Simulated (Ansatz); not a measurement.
System: hcp Zn. Method: r²SCAN (plane waves, PAW; Ansatz, a program for electronic structure).

Numerical settings: plane-wave cutoff 500 eV, 24×24×1 k mesh (along the axes of the cell as run), Fermi–Dirac smearing 0.1 eV, scalar-relativistic PAW data made under PBE.

Question: Give the computed surface energy of the (0001) face and work function of the (0001) face.

Answer: 
- surface energy of the (0001) face: 0.40 J/m²
- work function of the (0001) face: 4.19 eV

The slab of 6 atoms is relaxed and unreconstructed.

Computing time: around 8 core-minutes (rough).
